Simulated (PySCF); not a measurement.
# NH3: NMR shifts at several levels of theory, part 2 of 2

PySCF 2.14.0. Atoms count from 0. Earlier steps stand in the parts before.

## (9) NMR shieldings: KT2/pcSseg-2

The job: settings as JSON, then the geometry in Å.

```
{"job": {"kind": "nmr", "xc": "KT2", "basis": "pcSseg-2", "pop": false}, "charge": 0, "multiplicity": 1}
N      0.004882    -0.004355     0.303073
H      0.078569    -0.931059    -0.115780
H     -0.849338     0.398106    -0.081591
H      0.765859     0.537376    -0.105697
```

Level: GIAO KT2/pcSseg-2 NMR shielding, non-relativistic, gas phase.

The log of the run:

```text
coarse grid: 2928 points
cycle   1  E = -57.3866239777  dE = -6.654e-02  |g| = 4.597e-01  |ddm| = 1.047e+00
cycle   2  E = -57.2772428407  dE =  1.094e-01  |g| = 8.209e-01  |ddm| = 8.012e-01
cycle   3  E = -57.4349292273  dE = -1.577e-01  |g| = 1.617e-02  |ddm| = 5.447e-01
cycle   4  E = -57.4349918131  dE = -6.259e-05  |g| = 5.284e-03  |ddm| = 1.461e-02
cycle   5  E = -57.4349969514  dE = -5.138e-06  |g| = 7.914e-04  |ddm| = 5.606e-03
final grid: 27112 points
cycle   6  E = -57.4354544591  dE = -8.634e-05  |g| = 4.803e-03  |ddm| = 3.158e-02
cycle   7  E = -57.4354465950  dE =  7.864e-06  |g| = 7.520e-03  |ddm| = 7.128e-03
cycle   8  E = -57.4354585834  dE = -1.199e-05  |g| = 5.921e-04  |ddm| = 4.386e-03
cycle   9  E = -57.4354586549  dE = -7.148e-08  |g| = 8.791e-05  |ddm| = 3.238e-04
cycle  10  E = -57.4354586564  dE = -1.536e-09  |g| = 7.410e-06  |ddm| = 1.114e-04
cycle  11  E = -57.4354586564  dE = -1.401e-11  |g| = 8.961e-07  |ddm| = 9.255e-06
converged SCF energy = -57.4354586564

GIAO shielding tensors (ppm)
atom      isotropic    diamagn.    paramagn.     s11        s22        s33       span
  0 N      260.117     313.311     -53.193    229.223    275.564    275.566     46.343
  1 H       31.654      31.332       0.322     26.150     26.915     41.898     15.748
  2 H       31.654      31.333       0.322     26.150     26.915     41.898     15.748
  3 H       31.654      31.332       0.322     26.150     26.915     41.898     15.748
```

Wall time 1.3 s (1 thread, shared host).

In short: δ N0 0.0, H1 -0.48 ppm (means over like atoms).

## (10) NMR shieldings: KT3/pcSseg-2

The job: settings as JSON, then the geometry in Å.

```
{"job": {"kind": "nmr", "xc": "KT3", "basis": "pcSseg-2", "pop": false}, "charge": 0, "multiplicity": 1}
N      0.004882    -0.004355     0.303073
H      0.078569    -0.931059    -0.115780
H     -0.849338     0.398106    -0.081591
H      0.765859     0.537376    -0.105697
```

Method: GIAO KT3/pcSseg-2 NMR shielding, non-relativistic, gas phase.

The log of the run:

```text
coarse grid: 2928 points
cycle   1  E = -57.3404465558  dE = -6.846e-02  |g| = 4.709e-01  |ddm| = 1.047e+00
cycle   2  E = -57.2188414585  dE =  1.216e-01  |g| = 8.493e-01  |ddm| = 8.710e-01
cycle   3  E = -57.3910986596  dE = -1.723e-01  |g| = 1.685e-02  |ddm| = 6.027e-01
cycle   4  E = -57.3911595325  dE = -6.087e-05  |g| = 5.070e-03  |ddm| = 1.947e-02
cycle   5  E = -57.3911642761  dE = -4.744e-06  |g| = 4.469e-04  |ddm| = 4.771e-03
final grid: 27112 points
cycle   6  E = -57.3907415527  dE = -9.017e-05  |g| = 2.119e-03  |ddm| = 2.881e-02
cycle   7  E = -57.3907419003  dE = -3.476e-07  |g| = 9.943e-04  |ddm| = 2.351e-03
cycle   8  E = -57.3907420153  dE = -1.149e-07  |g| = 5.920e-04  |ddm| = 8.637e-04
cycle   9  E = -57.3907420839  dE = -6.865e-08  |g| = 1.800e-04  |ddm| = 3.977e-04
cycle  10  E = -57.3907420909  dE = -6.949e-09  |g| = 5.961e-06  |ddm| = 1.510e-04
cycle  11  E = -57.3907420909  dE = -8.910e-12  |g| = 8.926e-07  |ddm| = 8.342e-06
converged SCF energy = -57.3907420909

GIAO shielding tensors (ppm)
atom      isotropic    diamagn.    paramagn.     s11        s22        s33       span
  0 N      258.706     313.784     -55.078    227.059    274.528    274.531     47.471
  1 H       31.758      31.376       0.382     26.281     27.092     41.902     15.621
  2 H       31.758      31.376       0.382     26.281     27.092     41.902     15.621
  3 H       31.758      31.376       0.382     26.281     27.092     41.901     15.621
```

Wall time 1.3 s (1 thread, shared host).

This run: δ N0 0.0, H1 -0.40 ppm (means over like atoms).

## (11) Nuclear shieldings: B97-D/pcSseg-2

The job: settings as JSON, then the geometry in Å.

```
{"job": {"kind": "nmr", "xc": "B97-D", "basis": "pcSseg-2", "pop": false}, "charge": 0, "multiplicity": 1}
N      0.004882    -0.004355     0.303073
H      0.078569    -0.931059    -0.115780
H     -0.849338     0.398106    -0.081591
H      0.765859     0.537376    -0.105697
```

Method: GIAO B97-D/pcSseg-2 NMR shielding, non-relativistic, gas phase.

The log of the run:

```text
coarse grid: 2928 points
cycle   1  E = -56.5054284949  dE = -6.756e-02  |g| = 4.684e-01  |ddm| = 1.082e+00
cycle   2  E = -56.3875864819  dE =  1.178e-01  |g| = 8.554e-01  |ddm| = 8.234e-01
cycle   3  E = -56.5544368126  dE = -1.669e-01  |g| = 1.953e-02  |ddm| = 5.665e-01
cycle   4  E = -56.5545156990  dE = -7.889e-05  |g| = 5.623e-03  |ddm| = 2.113e-02
cycle   5  E = -56.5545215562  dE = -5.857e-06  |g| = 5.959e-04  |ddm| = 5.327e-03
final grid: 27112 points
cycle   6  E = -56.5530214942  dE = -3.116e-05  |g| = 4.125e-03  |ddm| = 1.507e-02
cycle   7  E = -56.5530147098  dE =  6.784e-06  |g| = 6.952e-03  |ddm| = 6.281e-03
cycle   8  E = -56.5530247134  dE = -1.000e-05  |g| = 3.602e-04  |ddm| = 3.806e-03
cycle   9  E = -56.5530247376  dE = -2.420e-08  |g| = 4.380e-05  |ddm| = 2.049e-04
cycle  10  E = -56.5530247380  dE = -4.125e-10  |g| = 5.125e-06  |ddm| = 6.354e-05
converged SCF energy = -56.5530247380

GIAO shielding tensors (ppm)
atom      isotropic    diamagn.    paramagn.     s11        s22        s33       span
  0 N      257.902     315.186     -57.284    225.342    274.180    274.183     48.841
  1 H       31.733      31.453       0.280     26.278     27.095     41.827     15.548
  2 H       31.733      31.454       0.280     26.278     27.095     41.827     15.548
  3 H       31.733      31.453       0.280     26.278     27.095     41.826     15.548
```

Wall time 1.2 s (1 thread, shared host).

In short: δ N0 0.0, H1 -0.34 ppm (means over like atoms).

## (12) NMR shieldings: B3LYP/pcSseg-2

The job: settings as JSON, then the geometry in Å.

```
{"job": {"kind": "nmr", "xc": "B3LYP", "basis": "pcSseg-2", "pop": false}, "charge": 0, "multiplicity": 1}
N      0.004882    -0.004355     0.303073
H      0.078569    -0.931059    -0.115780
H     -0.849338     0.398106    -0.081591
H      0.765859     0.537376    -0.105697
```

Level: GIAO B3LYP/pcSseg-2 NMR shielding, non-relativistic, gas phase.

The log of the run:

```text
coarse grid: 2928 points
cycle   1  E = -56.5514094731  dE = -9.130e-02  |g| = 4.083e-01  |ddm| = 1.072e+00
cycle   2  E = -56.5069671119  dE =  4.444e-02  |g| = 6.123e-01  |ddm| = 6.302e-01
cycle   3  E = -56.5881182999  dE = -8.115e-02  |g| = 1.895e-02  |ddm| = 3.754e-01
cycle   4  E = -56.5881882188  dE = -6.992e-05  |g| = 3.550e-03  |ddm| = 1.686e-02
cycle   5  E = -56.5881903393  dE = -2.121e-06  |g| = 3.411e-04  |ddm| = 2.817e-03
final grid: 27112 points
cycle   6  E = -56.5895908814  dE = -1.678e-05  |g| = 4.255e-03  |ddm| = 9.098e-03
cycle   7  E = -56.5895865576  dE =  4.324e-06  |g| = 6.272e-03  |ddm| = 4.712e-03
cycle   8  E = -56.5895944621  dE = -7.905e-06  |g| = 1.165e-04  |ddm| = 3.058e-03
cycle   9  E = -56.5895944644  dE = -2.316e-09  |g| = 2.862e-05  |ddm| = 9.212e-05
cycle  10  E = -56.5895944646  dE = -1.631e-10  |g| = 2.926e-06  |ddm| = 3.908e-05
converged SCF energy = -56.5895944646

GIAO shielding tensors (ppm)
atom      isotropic    diamagn.    paramagn.     s11        s22        s33       span
  0 N      258.517     313.568     -55.051    226.465    274.541    274.544     48.079
  1 H       31.595      31.341       0.255     26.053     26.841     41.891     15.838
  2 H       31.595      31.341       0.254     26.053     26.841     41.891     15.838
  3 H       31.595      31.341       0.254     26.053     26.841     41.891     15.838
```

Wall time 0.9 s (1 thread, shared host).

In short: δ N0 0.0, H1 -0.21 ppm (means over like atoms).

## (13) Nuclear shieldings: PBE0/pcSseg-2

The job: settings as JSON, then the geometry in Å.

```
{"job": {"kind": "nmr", "xc": "PBE0", "basis": "pcSseg-2", "pop": false}, "charge": 0, "multiplicity": 1}
N      0.004882    -0.004355     0.303073
H      0.078569    -0.931059    -0.115780
H     -0.849338     0.398106    -0.081591
H      0.765859     0.537376    -0.105697
```

Method: GIAO PBE0/pcSseg-2 NMR shielding, non-relativistic, gas phase.

The log of the run:

```text
coarse grid: 2928 points
cycle   1  E = -56.4855906545  dE = -1.034e-01  |g| = 3.705e-01  |ddm| = 1.067e+00
cycle   2  E = -56.4619436195  dE =  2.365e-02  |g| = 5.038e-01  |ddm| = 5.349e-01
cycle   3  E = -56.5160543190  dE = -5.411e-02  |g| = 1.810e-02  |ddm| = 2.990e-01
cycle   4  E = -56.5161129383  dE = -5.862e-05  |g| = 3.033e-03  |ddm| = 1.496e-02
cycle   5  E = -56.5161145331  dE = -1.595e-06  |g| = 2.605e-04  |ddm| = 1.915e-03
final grid: 27112 points
cycle   6  E = -56.5161700164  dE = -1.864e-05  |g| = 5.434e-03  |ddm| = 9.033e-03
cycle   7  E = -56.5161650178  dE =  4.999e-06  |g| = 7.405e-03  |ddm| = 5.766e-03
cycle   8  E = -56.5161760371  dE = -1.102e-05  |g| = 1.184e-04  |ddm| = 3.563e-03
cycle   9  E = -56.5161760396  dE = -2.466e-09  |g| = 3.325e-05  |ddm| = 8.027e-05
cycle  10  E = -56.5161760398  dE = -2.483e-10  |g| = 2.988e-06  |ddm| = 4.877e-05
converged SCF energy = -56.5161760398

GIAO shielding tensors (ppm)
atom      isotropic    diamagn.    paramagn.     s11        s22        s33       span
  0 N      261.689     315.101     -53.412    230.931    277.067    277.069     46.138
  1 H       31.511      31.271       0.240     25.861     26.641     42.032     16.171
  2 H       31.511      31.272       0.240     25.861     26.641     42.032     16.171
  3 H       31.511      31.271       0.240     25.861     26.641     42.032     16.171
```

Run time: 0.8 s. Hardware: 1 thread, shared host.

This run: δ N0 0.0, H1 -0.27 ppm (means over like atoms).

## (14) Shielding tensors: mPW1PW91/pcSseg-2

The job: settings as JSON, then the geometry in Å.

```
{"job": {"kind": "nmr", "xc": "mPW1PW91", "basis": "pcSseg-2", "pop": false}, "charge": 0, "multiplicity": 1}
N      0.004882    -0.004355     0.303073
H      0.078569    -0.931059    -0.115780
H     -0.849338     0.398106    -0.081591
H      0.765859     0.537376    -0.105697
```

Method: GIAO mPW1PW91/pcSseg-2 NMR shielding, non-relativistic, gas phase.

The log of the run:

```text
coarse grid: 2928 points
cycle   1  E = -56.5386181904  dE = -1.022e-01  |g| = 3.778e-01  |ddm| = 1.068e+00
cycle   2  E = -56.5146789735  dE =  2.394e-02  |g| = 5.106e-01  |ddm| = 5.315e-01
cycle   3  E = -56.5701405919  dE = -5.546e-02  |g| = 1.800e-02  |ddm| = 3.007e-01
cycle   4  E = -56.5701985544  dE = -5.796e-05  |g| = 3.031e-03  |ddm| = 1.594e-02
cycle   5  E = -56.5702001545  dE = -1.600e-06  |g| = 2.623e-04  |ddm| = 1.655e-03
final grid: 27112 points
cycle   6  E = -56.5703755780  dE = -1.792e-05  |g| = 4.286e-03  |ddm| = 8.592e-03
cycle   7  E = -56.5703726083  dE =  2.970e-06  |g| = 5.794e-03  |ddm| = 4.506e-03
cycle   8  E = -56.5703793243  dE = -6.716e-06  |g| = 1.122e-04  |ddm| = 2.751e-03
cycle   9  E = -56.5703793267  dE = -2.322e-09  |g| = 3.373e-05  |ddm| = 9.223e-05
cycle  10  E = -56.5703793269  dE = -2.444e-10  |g| = 2.554e-06  |ddm| = 4.264e-05
converged SCF energy = -56.5703793269

GIAO shielding tensors (ppm)
atom      isotropic    diamagn.    paramagn.     s11        s22        s33       span
  0 N      260.485     315.174     -54.690    229.812    275.820    275.823     46.011
  1 H       31.544      31.265       0.279     25.915     26.727     41.991     16.076
  2 H       31.544      31.266       0.279     25.915     26.727     41.991     16.076
  3 H       31.544      31.265       0.279     25.915     26.727     41.991     16.076
```

It took 0.9 s on 1 thread, shared host.

This run: δ N0 0.0, H1 -0.25 ppm (means over like atoms).

## (15) Side by side: NMR shifts

Isotropic shieldings (ppm), means over like atoms, with basis size and wall time:

| run | H1 | N0 | functions | time |
| --- | --- | --- | --- | --- |
| HF/pcSseg-2 | 31.42 | 260.7 | 78 | 0.3 s |
| LDA/pcSseg-2 | 31.27 | 266.7 | 78 | 0.9 s |
| PBE/pcSseg-2 | 31.63 | 261.0 | 78 | 1.2 s |
| BLYP/pcSseg-2 | 31.73 | 257.5 | 78 | 1.2 s |
| BP86/pcSseg-2 | 31.67 | 259.2 | 78 | 1.2 s |
| OPBE/pcSseg-2 | 31.69 | 262.8 | 78 | 1.2 s |
| KT2/pcSseg-2 | 31.65 | 260.1 | 78 | 1.3 s |
| KT3/pcSseg-2 | 31.76 | 258.7 | 78 | 1.3 s |
| B97-D/pcSseg-2 | 31.73 | 257.9 | 78 | 1.2 s |
| B3LYP/pcSseg-2 | 31.60 | 258.5 | 78 | 0.9 s |
| PBE0/pcSseg-2 | 31.51 | 261.7 | 78 | 0.8 s |
| mPW1PW91/pcSseg-2 | 31.54 | 260.5 | 78 | 0.9 s |
| measured | 30.68 | 264.5 | – | – |

Measured: gas; G. L. Stoychev, PhD thesis, Univ. Bonn 2021 (Stoychev, Auer, Izsak, Neese, JCTC 2018, 14, 619).

## (16) Results

This closing draws on all 2 parts.

```
                                                            quantity                                     value
                                                         point group                                       C3v
                                rotational constants (main isotopes)                291.97, 291.97, 190.75 GHz
1H shifts against TMS (HF/pcSseg-2, means over atoms taken as alike)                                  0.27 ppm
                                       shieldings of N (HF/pcSseg-2)                              N0 260.7 ppm
                            measured, and computed on the same scale  H1 σ 30.68, 31.42; N0 σ 264.5, 260.7 ppm
                                        range of the shielding of N0                        257.5 to 266.7 ppm
```

**Reading.** Single values in the summary come from the first run of each kind that ended normally (HF/pcSseg-2), which need not be the best level. With PBE0/def2-SVP, its start was all but relaxed already: 2 steps gained 0.6 meV. Vibration and temperature are missing from the calculation, so part of the miss against the measured shifts is not the functional's. In ppm, N0 moves most: its shielding spreads over 9.1 ppm, from 257.5 (BLYP/pcSseg-2) to 266.7 (LDA/pcSseg-2). For the one measured 1H shielding, LDA/pcSseg-2 misses least (0.59 ppm, 0.9 s) and KT3/pcSseg-2 most (1.08 ppm, 1.3 s); the quickest, HF/pcSseg-2, misses by 0.74 ppm in 0.3 s. One molecule ranks no method: errors cancel, and vibration and temperature are missing from all runs.
